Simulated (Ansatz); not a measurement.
## hcp Zn

Calculation: PBEsol (PAW; Ansatz, an electronic-structure program).

Settings: plane-wave cutoff 500 eV, 12×12×1 k mesh (along the axes of the cell as run), Fermi–Dirac smearing 0.1 eV, scalar-relativistic PAW data made under PBE.

Cell: relaxed at this level.

| Quantity | Value |
|---|---|
| surface energy of the (11-20) face | 1.20 J/m² |
| work function of the (11-20) face | 4.13 eV |

The slab of 20 atoms is relaxed and unreconstructed.

Static lattice: no zero-point or thermal effects.

It cost very roughly 60 core-minutes of CPU time.
